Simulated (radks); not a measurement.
**O²⁺ in [He] 2s2 2p2: an all-electron calculation**

An exercise on one series of results from a longer session: the logs are not shown, and one member is left open.

Program: radks (a radial shooting solver on a logarithmic mesh, Libxc functionals) version 1. Level of theory: non-relativistic Kohn-Sham, TPSS, spin-polarised, spherical densities, point nucleus; open shells are filled with parallel spins first. These are calculated values, not measurements, unless marked.

**Starting point**

```
element       : oxygen (Z = 8)
charge        : +2
electrons     : 6
configuration : [He] 2s2 2p2
```

Outer shells as boxes (Hund's rule):

O²⁺
```
[He] core
2s [↑↓]
2p [↑ ][↑ ][  ]
```

Set-up of the first run:

The run's settings:

```text
Z 8
configuration [He] 2s2 2p2
relativity non-relativistic
functional tpss,tpss
spin polarised
nucleus point
```

The run is started by

```bash
$ python run_ks.py task.json out
```

All runs below come from this command, one after another.

Among the steps run: Self-consistent calculation.

One of the session's tables, all rows but one given; the rest of the session is left out.

It belongs to the step «Orbitals and density». From the orbitals of this run (lengths in bohr):

```
  level     <r>  outermost maximum (interpolated)  90 % within
  1s up  0.1994                             0.129        0.357
1s down  0.1985                             0.129        0.355
  2s up       ?                                 ?            ?
2s down   1.045                             0.845         1.64
  2p up  0.9876                             0.733         1.64
2p down   1.040                             0.766         1.74
```

Q: Estimate the row for 2s up from the others.

The run gave: <r>: 1.017; outermost maximum (interpolated): 0.824; 90 % within: 1.59. In the column «<r>» it lies between 2p up (0.9876) and 2p down (1.040).

To keep in mind: Open shells are spherical and high-spin; term and fine-structure splittings are not resolved.
